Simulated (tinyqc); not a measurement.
UHF in the sto-6g basis, for NH, spin multiplicity 3, step by step (part 2 of 2). Computed by tinyqc, a small Python program that keeps every step (integrals from PySCF). Command: `OMP_NUM_THREADS=1 python tinyqc.py 28778 28779 out.jsonl` (the two numbers bound the seeds that draw the settings). One thread of a shared host (Intel(R) Xeon(R) Processor @ 2.60GHz), about 0.1 s of CPU time with the checks.

Geometry (angstrom):
```
atom        x        y        z
N     0.00000  0.00000  0.00000
H     0.00000  0.00000  1.42400
```

## Iteration 24 (converged): orbitals

converged F(alpha) (hartree), lower triangle:
```
            1N 1s     1N 2s    1N 2px    1N 2py    1N 2pz     2H 1s
1N 1s   -15.56367
1N 2s    -3.77989  -1.94403
1N 2px    0.00000   0.00000  -0.48302
1N 2py    0.00000   0.00000   0.00000  -0.48302
1N 2pz   -0.01182  -0.04197   0.00000   0.00000  -0.40099
2H 1s    -0.39034  -0.45672   0.00000   0.00000  -0.34492  -0.03966
```

converged F(beta) (hartree), lower triangle:
```
            1N 1s     1N 2s   1N 2px   1N 2py    1N 2pz     2H 1s
1N 1s   -15.50679
1N 2s    -3.69256  -1.54144
1N 2px    0.00000   0.00000  0.34513
1N 2py    0.00000   0.00000  0.00000  0.34513
1N 2pz   -0.01115   0.00811  0.00000  0.00000   0.10264
2H 1s    -0.37902  -0.41059  0.00000  0.00000  -0.33846  -0.44785
```

X, lower triangle:
```
           1N 1s     1N 2s   1N 2px   1N 2py    1N 2pz    2H 1s
1N 1s    1.02102
1N 2s   -0.12248   1.05482
1N 2px   0.00000   0.00000  1.00000
1N 2py   0.00000   0.00000  0.00000  1.00000
1N 2pz  -0.00381   0.03422  0.00000  0.00000   1.03415
2H 1s    0.01470  -0.15753  0.00000  0.00000  -0.15783  1.06733
```

Diagonalise F' = X^T F X, C = X C', fill 5 alpha and 3 beta electrons from the bottom; D(s) = C_occ C_occ^T. Each column has its largest component positive (the first on a tie).

F' = X^T F X (alpha) (hartree), lower triangle:
```
           1         2         3         4         5        6
1  -15.31855
2   -1.88290  -1.28376
3    0.00000   0.00000  -0.48302
4    0.00000   0.00000   0.00000  -0.48302
5   -0.02221   0.02286   0.00000   0.00000  -0.31717
6   -0.01858  -0.25944   0.00000   0.00000  -0.32866  0.16623
```

orbital energies (alpha) (hartree): MO1 -15.56697, MO2 -1.08968, MO3 -0.48302, MO4 -0.48302, MO5 -0.46999, MO6 0.37339

coefficients C (alpha):
```
             MO1       MO2      MO3       MO4       MO5       MO6
1N 1s    0.99628  -0.24651  0.00000   0.00000   0.03650   0.05518
1N 2s    0.01601   1.00395  0.00000   0.00000  -0.18548  -0.33324
1N 2px   0.00000   0.00000  0.97490  -0.22265   0.00000   0.00000
1N 2py   0.00000   0.00000  0.22265   0.97490   0.00000   0.00000
1N 2pz   0.00153   0.06029  0.00000   0.00000   0.86303  -0.58917
2H 1s   -0.00265   0.06404  0.00000   0.00000   0.31605   1.04170
```

F' = X^T F X (beta) (hartree), lower triangle:
```
           1         2        3        4         5         6
1  -15.27492
2   -1.84640  -0.87843
3    0.00000   0.00000  0.34513
4    0.00000   0.00000  0.00000  0.34513
5   -0.02851   0.09018  0.00000  0.00000   0.21267
6   -0.02321  -0.21411  0.00000  0.00000  -0.34254  -0.29148
```

orbital energies (beta) (hartree): MO1 -15.50814, MO2 -0.74749, MO3 -0.39281, MO4 0.34513, MO5 0.34513, MO6 0.41628

coefficients C (beta):
```
             MO1       MO2       MO3      MO4       MO5       MO6
1N 1s    0.99767  -0.21493   0.11613  0.00000   0.00000  -0.05170
1N 2s    0.01013   0.86543  -0.56981  0.00000   0.00000   0.28264
1N 2px   0.00000   0.00000   0.00000  0.26228   0.96499   0.00000
1N 2py   0.00000   0.00000   0.00000  0.96499  -0.26228   0.00000
1N 2pz   0.00118   0.04022   0.37542  0.00000   0.00000   0.97622
2H 1s   -0.00181   0.34456   0.79301  0.00000   0.00000  -0.66448
```

D(alpha) after iteration 24, lower triangle:
```
           1N 1s     1N 2s   1N 2px   1N 2py   1N 2pz    2H 1s
1N 1s    1.05466
1N 2s   -0.23830   1.04258
1N 2px   0.00000   0.00000  1.00000
1N 2py   0.00000   0.00000  0.00000  1.00000
1N 2pz   0.01817  -0.09952  0.00000  0.00000  0.74845
2H 1s   -0.00689   0.00563  0.00000  0.00000  0.27662  0.10400
```

D(beta) after iteration 24, lower triangle:
```
           1N 1s     1N 2s   1N 2px   1N 2py   1N 2pz    2H 1s
1N 1s    1.05503
1N 2s   -0.24208   1.07375
1N 2px   0.00000   0.00000  0.00000
1N 2py   0.00000   0.00000  0.00000  0.00000
1N 2pz   0.03613  -0.17910  0.00000  0.00000  0.14256
2H 1s    0.01623  -0.15369  0.00000  0.00000  0.31157  0.74759
```

Within a degenerate level the vectors are fixed only up to a rotation; this is one choice.

## Convergence

Stop when the energy changes by less than 1e-09 hartree and every element of the error matrix X^T (F D S - S D F) X (for each spin) is below 9e-06.

Course of the cycle:
```
iteration  E (hartree)     change  largest element of the error matrix
1          -54.1425254          -                             2.12e-01
2          -54.3710612  -2.29e-01                             2.61e-01
3          -54.5062101  -1.35e-01                             2.51e-01
4          -54.6679669  -1.62e-01                             1.69e-01
5          -54.7146402  -4.67e-02                             1.08e-01
6          -54.7319234  -1.73e-02                             6.92e-02
7          -54.7390947  -7.17e-03                             4.58e-02
8          -54.7483976  -9.30e-03                             1.29e-02
9          -54.7486739  -2.76e-04                             7.43e-03
10         -54.7489839  -3.10e-04                             3.26e-03
11         -54.7490572  -7.33e-05                             2.12e-03
12         -54.7490507   6.52e-06                             2.23e-03
13         -54.7490473   3.40e-06                             2.18e-03
14         -54.7490487  -1.47e-06                             2.08e-03
15         -54.7490764  -2.77e-05                             1.08e-03
16         -54.7490836  -7.23e-06                             5.87e-04
17         -54.7490860  -2.39e-06                             2.90e-04
18         -54.7490866  -5.76e-07                             1.54e-04
19         -54.7490868  -1.61e-07                             8.45e-05
20         -54.7490868  -4.85e-08                             4.68e-05
21         -54.7490868  -1.49e-08                             2.57e-05
22         -54.7490868  -4.44e-09                             1.42e-05
23         -54.7490868  -1.34e-09                             7.91e-06
24         -54.7490868  -4.04e-10                             4.40e-06
```

PySCF UHF in the same basis, after a stability check = -54.7490868 hartree

Converged in 24 iterations.

## Populations, bond orders and dipole

overlap S, lower triangle:
```
          1N 1s    1N 2s   1N 2px   1N 2py   1N 2pz    2H 1s
1N 1s   1.00000
1N 2s   0.22942  1.00000
1N 2px  0.00000  0.00000  1.00000
1N 2py  0.00000  0.00000  0.00000  1.00000
1N 2pz  0.00000  0.00000  0.00000  0.00000  1.00000
2H 1s   0.02334  0.27742  0.00000  0.00000  0.28350  1.00000
```

Mulliken: Z minus the diagonal of D S on the atom; Loewdin: the same with S^(1/2) D S^(1/2); Mayer order: 2 sum_s sum (D(s) S)_ij (D(s) S)_ji over the two atoms.

Charges (e):
```
atom  Mulliken   Loewdin  Mulliken spin
1N    -0.02252  -0.00830        2.60984
2H     0.02252   0.00830       -0.60984
```

Mayer bond orders:
```
pair    order
2-1   0.62759
```

dipole moment about the origin, x y z (debye): 0.00000  0.00000  0.69958

<S^2> of the determinant (pure state: 2) = 2.33320
